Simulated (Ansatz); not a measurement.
## Relative stability

Two relaxed structures of CH3BN (charge -1), singlet (PBE0-D4/def2-TZVPD; forces vanish, vibrations not checked).

A:

```xyz
6
angstrom
B -0.6266 0.1030 -0.2025
C 0.0817 -0.4234 1.1951
N 0.8227 -0.1078 0.1875
H -1.1487 -0.7045 -0.9665
H -1.0489 1.2537 -0.2792
H 1.8354 -0.1170 0.0664
```

B:

```
6
angstrom
B -0.2927 0.3371 0.0905
C 0.9895 -0.2186 -0.0038
N 0.2590 -0.2078 1.3908
H -0.0810 -1.1509 1.5784
H -1.2800 0.8999 -0.3029
H 2.0560 -0.0588 -0.0797
```

Computed with Ansatz 0.2.0 (basis: def2-TZVPPD); correlated methods freeze the cores. B3LYP uses VWN-RPA correlation.

Question: Which structure is lower at CCSD(T), and by how much? (An estimate is asked for; the value comes from the calculation.)

Answer: Computed: A, by 7.11 kcal/mol (electronic energy, against the other). By their contacts, A is CH₃BN ([BH2]1[C][NH]1), total charge -1 and B is CH₃BN ([BH]1[CH][NH]1), total charge -1.

All methods give the same order:

```tsv
method	E(B) − E(A) (kcal/mol)
PBE-D4	5.34
r2SCAN-D4	6.26
PBE0-D4	6.93
B3LYP-D4	7.45
wB97M-V	8.74
HF	14.75
MP2	3.87
CCSD	8.21
CCSD(T)	7.11
```

The T1 diagnostic stays at or below 0.019.

Labels in which every atom is bracketed show which atoms are joined, not bond orders.

For scale, one of the runs: CCSD(T)/def2-TZVPPD, 162 basis functions, launched by `ansatz run in.yaml --threads 2 --pin off --events-out ev --progress --plain --max-ram 4352MiB`. Time: 19 s of wall clock on 2 CPU threads of an Arm Neoverse V1; the host was shared. Peak host memory: 1.2 GiB.
